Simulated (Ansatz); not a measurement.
Results of PBE in Ansatz (PAW) for zinc-blende HgSe.

Settings: plane-wave cutoff 520 eV, 10×10×10 k mesh, Fermi–Dirac smearing 0.01 eV, scalar-relativistic PAW data made under PBE.

Computed at the level's own relaxed cell.

### Question
Predict the equilibrium volume per atom, bulk modulus, lattice parameter a and pressure derivative B′ of the bulk modulus.

### Answer

- equilibrium volume per atom: 30.66 Å³/atom
- bulk modulus: 42.6 GPa
- lattice parameter a: 6.260 Å
- pressure derivative B′ of the bulk modulus: 5.1

The run finds no gap.

Measured, for comparison: equilibrium volume per atom 28.16 Å³/atom, lattice constant a 6.085 Å (293 K, no zero-point or thermal correction; as tabulated in Cardona et al. (2009), arXiv:0908.2634); bulk modulus 50 GPa (temperature not stated, no zero-point or thermal correction, our sources range from 48.5 to 51.6; as tabulated in Toher et al. (2017), arXiv:1611.05714). Computed (rounded) less measured: equilibrium volume per atom +8.9 %, bulk modulus -15 % (-12 % to -17 % over the range), lattice constant a +2.9 %.

Spin–orbit coupling is not included; it can open a gap where bands touch, and shift volumes and moduli.

Computed values are for the static lattice.

It cost roughly 80 core-seconds of CPU time.

Ansatz is a quantum-chemistry and plane-wave program.
